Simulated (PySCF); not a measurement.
## Working out the ionisation energy of Cl

Cl [Ne] 3s2 3p5 (2P) → Cl⁺ [Ne] 3s2 3p4 (3P). Computed with PySCF 2.14 in def2-QZVPPD, with no relativity, point nucleus. Frozen: [Ne]. Energies in hartree (1 hartree = 27.21139 eV):

```tsv
part	Cl (lower)	Cl⁺ (upper)
UHF	-459.489559	-459.057255
CCSD correlation	-0.198576	-0.159799
(T)	-0.007347	-0.005355
```

Question: What does Hartree-Fock give?

Answer: (-459.057255) − (-459.489559) = 0.432304 hartree = 11.764 eV.

Question: What do CCSD and CCSD(T) give?

Answer: The CCSD correlation energies differ by 0.038777 hartree = 1.055 eV and the triples by 0.001992 hartree = 0.054 eV, so CCSD gives 12.819 eV and CCSD(T) 12.873 eV.

Measured between the centres of the two terms (NIST): 12.974 eV, so CCSD(T) (valence) is off by -0.101 eV.

What remains against the reference includes basis incompleteness, the frozen core and higher excitations.
